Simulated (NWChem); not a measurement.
System: N$_{2}$H cation; SMILES N#[NH+]

Here is an NWChem input.

```
start job
memory heap 200 mb stack 900 mb global 1100 mb
charge 1
geometry units angstroms noautoz
  N      0.000000     0.000000     0.657803
  N      0.000000     0.000000    -0.435023
  H      0.000000     0.000000    -1.479400
end
basis spherical
  N library def2-svp
  H library def2-svp
end
dft
  xc b3lyp
  iterations 150
  mulliken
end
task dft energy
```

Parts of the log:

```
             Northwest Computational Chemistry Package (NWChem) 7.3.0
             --------------------------------------------------------

 ORDER OF PRIMARY AXIS IS BEING SET TO 4
 C4V symmetry detected

                             Geometry "geometry" -> ""
                             -------------------------

 Output coordinates in angstroms (scale by  1.889725989 to convert to a.u.)

  No.       Tag          Charge          X              Y              Z
 ---- ---------------- ---------- -------------- -------------- --------------
    1 N                    7.0000     0.00000000     0.00000000     0.65246567
    2 N                    7.0000     0.00000000     0.00000000    -0.44036033
    3 H                    1.0000     0.00000000     0.00000000    -1.48473733

 Effective nuclear repulsion energy (a.u.)      29.0072469459

      Symmetry information
      --------------------

 Group name             C4v
 Group number             18
 Group order               8
 No. of unique centers     3

                                 NWChem DFT Module
                                 -----------------

 Summary of "ao basis" -> "ao basis" (spherical)
 ------------------------------------------------------------------------------
       Tag                 Description            Shells   Functions and Types
 ---------------- ------------------------------  ------  ---------------------
 N                          def2-svp                 6       14   3s2p1d
 H                          def2-svp                 3        5   2s1p

      Symmetry analysis of basis
      --------------------------

        a1         15
        a2          0
        b1          2
        b2          2
        e          14

            General Information
            -------------------
          SCF calculation type: DFT
          Wavefunction type:  closed shell.
          No. of atoms     :     3
          No. of electrons :    14
           Alpha electrons :     7
            Beta electrons :     7
          Charge           :     1
          Spin multiplicity:     1
          Use of symmetry is: on ; symmetry adaption is: on
          Maximum number of iterations: 150
          AO basis - number of functions:    33
                     number of shells:    15
          Convergence on energy requested:  1.00D-06
          Convergence on density requested:  1.00D-05
          Convergence on gradient requested:  5.00D-04

              XC Information
              --------------
                         B3LYP Method XC Potential
                     Hartree-Fock (Exact) Exchange  0.200
                        Slater Exchange Functional  0.800 local
                    Becke 1988 Exchange Functional  0.720 non-local
              Lee-Yang-Parr Correlation Functional  0.810
                  VWN I RPA Correlation Functional  0.190 local

             Grid Information
             ----------------
          Grid used for XC integration:  medium
          Radial quadrature: Mura-Knowles
          Angular quadrature: Lebedev.
          Tag              B.-S. Rad. Rad. Pts. Rad. Cut. Ang. Pts.
          ---              ---------- --------- --------- ---------
          N                   0.65       49           7.0       434
          H                   0.35       45           7.0       434
          Grid pruning is: on
          Number of quadrature shells:   143
          Spatial weights used:  Erf1

      Superposition of Atomic Density Guess
      -------------------------------------

 Sum of atomic energies:        -108.98764219

 Renormalizing density from      15.00 to     14

      Non-variational initial energy
      ------------------------------

 Total energy =    -104.651315
 1-e energy   =    -191.140925
 2-e energy   =      57.482363
 HOMO         =      -1.033287
 LUMO         =      -0.517723

      Symmetry analysis of molecular orbitals - initial
      -------------------------------------------------

 !! scf_movecs_sym_adapt:    4 vectors were symmetry contaminated

  Symmetry fudging

 !! scf_movecs_sym_adapt:    4 vectors were symmetry contaminated

  Numbering of irreducible representations:

     1 a1          2 a2          3 b1          4 b2          5 e

  Orbital symmetries:

     1 a1          2 a1          3 a1          4 a1          5 e
     6 e           7 a1          8 e           9 e          10 a1
    11 a1         12 a1         13 a1         14 e          15 e
    16 e          17 e

     ---------------------------------------------
      Total Density - Mulliken Population Analysis
     ---------------------------------------------

    Atom       Charge   Shell Charges
 -----------   ------   -------------------------------------------------------
    1 N    7     6.75   1.99  1.28  0.55  2.18  0.69  0.06
    2 N    7     6.72   1.99  1.16  0.45  2.42  0.67  0.04
    3 H    1     0.52   0.43  0.06  0.03

   convergence    iter        energy       DeltaE   RMS-Dens  Diis-err
 ---------------- ----- ----------------- --------- --------- ---------
 d= 0,ls=0.0,diis     1   -109.6016308730 -1.39D+02  2.31D-02  3.77D-01
 d= 0,ls=0.0,diis     2   -109.6006937740  9.37D-04  1.37D-02  3.20D-01
 d= 0,ls=0.0,diis     3   -109.6147875824 -1.41D-02  5.95D-03  2.33D-01
 d= 0,ls=0.0,diis     4   -109.6370419405 -2.23D-02  8.15D-04  2.54D-03
 d= 0,ls=0.0,diis     5   -109.6373037756 -2.62D-04  5.41D-05  1.15D-05
  Resetting Diis
 d= 0,ls=0.0,diis     6   -109.6373051285 -1.35D-06  7.35D-06  1.99D-07
 d= 0,ls=0.0,diis     7   -109.6373051473 -1.88D-08  4.77D-06  9.07D-09

         Total DFT energy =     -109.637305147259
      One electron energy =     -199.860807308009
           Coulomb energy =       74.945645652060
    Exchange-Corr. energy =      -13.729390437190
 Nuclear repulsion energy =       29.007246945880

 Numeric. integr. density =       14.000000147693

[...]
```

Level: B3LYP/def2-SVP. The geometry was optimised at PBE0/def2-SVP. B3LYP is NWChem's, with the RPA form of VWN correlation.
